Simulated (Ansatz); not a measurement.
The first iterations of a band of C$_{4}$H$_{6}$ClN (12 atoms, charge 0, multiplicity 1).

Level of theory: RKS CAM-B3LYP/cc-pVDZ in Ansatz 0.2.0.

```json
{
 "movable images": "5",
 "climbing image": "yes",
 "spring": "5.0 eV/Å²",
 "optimiser": "quadratic models (default)",
 "start path": "through a guess of the saddle point",
 "force threshold": "0.03 eV/Å",
 "iteration limit": "60",
 "end points": "relaxed"
}
```

First end point:

```xyz
12
Properties=species:S:1:pos:R:3
C -0.738 -1.077 0.769
C 0.171 -0.300 0.171
C 1.474 0.113 0.786
N 0.022 0.142 -1.164
C -1.000 0.798 -1.467
Cl -1.285 1.326 -3.105
H -0.566 -1.456 1.777
H -1.644 -1.392 0.249
H 1.544 1.211 0.844
H 2.310 -0.228 0.157
H 1.589 -0.302 1.796
H -1.801 1.109 -0.779
```

Last end point:

```xyz
12
Properties=species:S:1:pos:R:3
C -0.834 -0.862 0.921
C 0.043 -0.012 0.378
C 1.488 0.084 0.767
N -0.342 0.960 -0.575
C -0.900 0.574 -1.628
Cl -1.463 1.712 -2.824
H -0.521 -1.557 1.700
H -1.887 -0.847 0.638
H 1.713 1.102 1.121
H 2.137 -0.102 -0.104
H 1.738 -0.637 1.555
H -1.096 -0.469 -1.915
```

| iteration | highest image above the first end (eV) | largest band force component (eV/Å) |
| --- | --- | --- |
| 1 | 21.563 | 69.689 |
| 2 | 6.893 | 27.553 |
| 3 | 3.689 | 12.764 |
| 4 | 1.515 | 4.412 |

Does the band converge within its limit, and where does its top end?

The forces met the threshold. It ended after 14 iterations with the highest image 0.109 eV above the first end. The profile has 2 maxima (images 1, 4) with wells between them (image 3): this band takes more than one step, which may be the mechanism or a detour left from its start path. A vibrational analysis at the climbing image gives one clearly imaginary mode, 118i cm⁻¹: a first-order saddle point.

Run time: 5.2 min on 2 threads of Arm Neoverse V1, with other jobs on the host, peak memory 0.35 GiB.
